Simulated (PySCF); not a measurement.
Geometry (Å), atoms numbered from 1 in this order:
```xyz
8

B     0.5857    1.0544   -1.0427
H     1.5826    0.9261   -0.3752
H     0.5220    1.7858   -1.9984
S    -0.8825    0.1659   -0.6719
C    -0.5026   -0.8298    0.7997
H     0.5595   -0.7371    1.0593
H    -0.7433   -1.8808    0.5898
H    -1.1213   -0.4845    1.6393
```

Single conformer, one averaged value for each set of equivalent atoms, no relativistic terms, no solvent. GIAO PBE0/pcSseg-1 shieldings; PBE0-D3(BJ)/def2-SVP structure; PySCF.

References, each an isolated molecule treated in the same way: ¹³C (σ = 184.41 ppm) and ¹H (σ = 31.27 ppm) against TMS; ¹¹B (σ = 100.73 ppm) vs BF3·OEt2; ³³S (σ = 495.66 ppm) vs CS2.

```csv
atoms,nucleus,count,δ (ppm)
C5,¹³C,1,?
B1,¹¹B,1,67.6
H2/H3,¹H,2,6.83
H6/H7/H8,¹H,3,2.54
S4,³³S,1,?
```

Problem. Estimate the values marked ?.

Solution. 
- C5: 27.9 ppm, carbon bonded to S, 3 H
- S4: 128 ppm, sulfur bonded to C, B

Hydrogens on boron are broadened and split by ¹¹B (spin 3/2, 80 %) and 10B (spin 3). Shifts are as computed. Against solution values, carbons near 30 ppm lie about +2 ppm off and those near 130 ppm about +5 ppm. Of 1211 compounds with measured shifts, 218 miss one by over three times the rms of a fit or turn the order of signals round; such compounds aren't used in these exercises.
